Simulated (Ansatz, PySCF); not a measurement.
Molecule: C₂H₄Cl, charge 0, multiplicity 2. It need not be the lowest isomer of its formula. SMILES: C[CH]Cl
Structure (B3LYP-D3(BJ)/def2-TZVP (Ansatz, an electronic-structure program) minimum search):
```
C
H 1 1.0912
H 1 1.0933 2 108.56
H 1 1.0987 2 107.78 3 -115.43
C 1 1.4786 2 109.97 4 -122.43
H 5 1.0789 1 123.97 2 25.15
Cl 5 1.7172 6 114.58 1 -163.45
```
Charge 0, spin multiplicity 2.

Quantity: atomisation energy (electronic, to ground-state atoms), in kJ/mol. Valence correlation only, unless marked. Open shells are spin-unrestricted. Spin-orbit coupling is left out. No relativistic terms. The coupled-cluster limit lacks core correlation, which all-electron functionals hold. CBS marks a two-point X^-3 extrapolation of the correlation energy; Hartree-Fock from the larger set. The bracket is a focal-point correction in the basis named.

```csv
level,program,atomisation energy (kJ/mol)
HF/cc-pV(Q+d)Z,Ansatz,1849.2
TPSS/def2-TZVPD,PySCF,2486.4
B3LYP/def2-TZVPD,Ansatz,2446.4
BHLYP/def2-TZVPD,Ansatz,2389.2
PW6B95-D4/def2-TZVPD,PySCF + dftd4,2472.5
wB97M-V/def2-TZVPD,Ansatz,2462.7
B2GP-PLYP-D3(BJ)/def2-TZVPD,Ansatz + dftd3,2428.3
RI-MP2/aug-cc-pV(T+d)Z,Ansatz,2431.5
CCSD(T)/cc-pV(T+d)Z,Ansatz,2392.8
"RI-MP2/CBS(cc-pV(T+d)Z,cc-pV(Q+d)Z)+[CCSD(T)-MP2]/cc-pV(T+d)Z",Ansatz,2453.4
```
